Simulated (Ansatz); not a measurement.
A-type hexagonal La2O3 was calculated with r²SCAN (Ansatz, a quantum-chemistry and plane-wave program, PAW).

Run with plane-wave cutoff 560 eV, 12×12×6 k mesh (along the axes of the cell as run), Fermi–Dirac smearing 0.01 eV, scalar-relativistic PAW data made under PBE.

The cell is scaled about its equilibrium volume:

Shape and atoms are relaxed at each volume.

```tsv
V (Å³/atom)	P (GPa)	direct gap at Γ (eV)	smallest gap on the k mesh (eV)	c (Å)
15.774	5.10	5.076	4.228	5.963
16.102	2.43	4.974	4.231	6.047
16.431	0.00	4.874	4.226	6.126
16.760	-2.22	4.776	4.215	6.202
17.088	-4.24	4.678	4.196	6.274
```

The fundamental gap (4.23 eV at the equilibrium volume, with added k points) lies elsewhere than Γ–Γ.

Note: the bulk modulus comes from volumes at which shape and atoms were relaxed.

Spin–orbit coupling is not included.
